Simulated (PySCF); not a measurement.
**BCl⁻: from constants to spectrum**

UHF-CCSD(T) constants of BCl⁻, ²Π (doublet), unpaired electrons π ↑ (basis B aug-pcseg-1, Cl aug-pcseg-1; no relativity; PySCF 2.14; masses 11.0093 and 34.9689 u):

| Property | Result |
| --- | --- |
| ωe | 463.2 cm⁻¹ |
| ωexe | 8.31 cm⁻¹ |
| Be | 0.54472 cm⁻¹ |
| αe | 0.0117 cm⁻¹ |
| De to B + Cl⁻ | 1.25 eV |

Q: What force constant and bond length do these constants imply?

A: Reduced mass μred = 8.3732 u; k = 5.8918×10⁻⁷·μred·ωe² (u, cm⁻¹, mdyn/Å) = 1.06 mdyn/Å; Re = √(16.8576/(μred·Be)) (u, cm⁻¹, Å) = 1.923 Å.

Q: Estimate the centrifugal constant D from the Kratzer relation and find the Dunham coefficient a1.

A: D = 4Be³/ωe² = 3.01e-06 cm⁻¹; a1 = −1 − αeωe/(6Be²) = -4.04.

Correlated steps freeze 6 core orbitals. Correlated levels converge slowly with the basis: in double zeta they bind strong bonds too weakly, by up to about 1 eV, and carry superposition errors of some tenths. For an ion De counts to the pair picked by the measured ionisation energies or electron affinities, which need not be the lowest pair at this level. The state is the lowest determinant that a PBE0 search found; another state may lie lower at other levels.
